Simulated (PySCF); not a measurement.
**Adding and removing an electron: CN**

ROHF; basis C def2-SVPD, N def2-SVPD; no relativity; PySCF 2.14. Neutral (ROHF): doublet (σ ↑), Re = 1.134 Å, ωe = 2501 cm⁻¹, De = 3.89 eV, HOMO -13.97 eV, LUMO -0.24 eV.

CN⁻ (RHF): singlet (closed shell), Re = 1.154 Å, ωe = 2390 cm⁻¹. The energies at the minima are -92.11754 hartree for CN and -92.23233 for CN⁻.

Q: Work out the adiabatic electron affinity, without and with harmonic zero-point energies (1 hartree = 27.2114 eV, 1 eV = 8065.5 cm⁻¹), and the change of the bond length.

A: At HF: 0.11479 hartree = 3.124 eV between the minima; the zero-point term (2501.0 − 2390.0)/2 cm⁻¹ = +0.007 eV makes it 3.130 eV. Re changes by +2.0 pm against the neutral. The electron enters a σ orbital, and the longer bond of the ion fits an antibonding orbital, or a change in how ionic the bond is.

UHF is strongly spin-contaminated for CN, so the ROHF reference used there is far from stable. Hartree–Fock leaves out correlation, which carries a large part of most bond energies and some tenths to 1 eV of ionisation energies. States were picked by a PBE0 search and need not be the measured ground states.
